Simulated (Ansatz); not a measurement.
## Down a group: vertical ionisation energies of HOSi, HOGe

Ansatz 0.2.0, basis cc-pVDZ; geometries are PBE0/def2-TZVP minima. Wave-function levels freeze the cores with the filled d shells of p-block atoms; HF, MP2 and coupled cluster are restricted for singlets and unrestricted otherwise, restricted open-shell where a d shell is frozen. The reference is CCSDTQ (coupled cluster only where its series has nearly closed). An error is the level's value less the reference. None of these values is a measured one. Energies are electronic, without zero-point terms. No spin–orbit coupling and no scalar relativity. The set is small: such energies can lie up to about 0.3 eV from the limit, spin gaps mostly less, so near ties and functionals' places can change in larger sets. The species are chosen: bound, without strong static correlation by their natural occupations or amplitudes, in their lowest spin state as far as vertical gaps and like structures tell, with only the lowest ion state computed, and with a ladder that closes on the reference, so errors are smaller than for species at large; levels whose determinant breaks symmetry or spin markedly are left out.

| species | bonds (Å) | quantity | symmetry of the states | reference | value (eV) | error CCSD | error CCSD(T) | error CCSDT | error CCSDT(Q) |
| --- | --- | --- | --- | --- | --- | --- | --- | --- | --- |
| HOSi, doublet | O–Si 1.650, O–H 0.962, angle at O 119° | vertical ionisation to the singlet | A' / A' | CCSDTQ | 6.666 | 0.031 | 0.002 | 0.003 | -0.002 |
| HOGe, doublet | O–Ge 1.786, O–H 0.962, angle at O 115° | vertical ionisation to the singlet | A' / A' | CCSDTQ | 6.760 | 0.038 | 0.005 | 0.004 | -0.007 |

The reference rises from Si to Ge, by 0.094 eV in all.
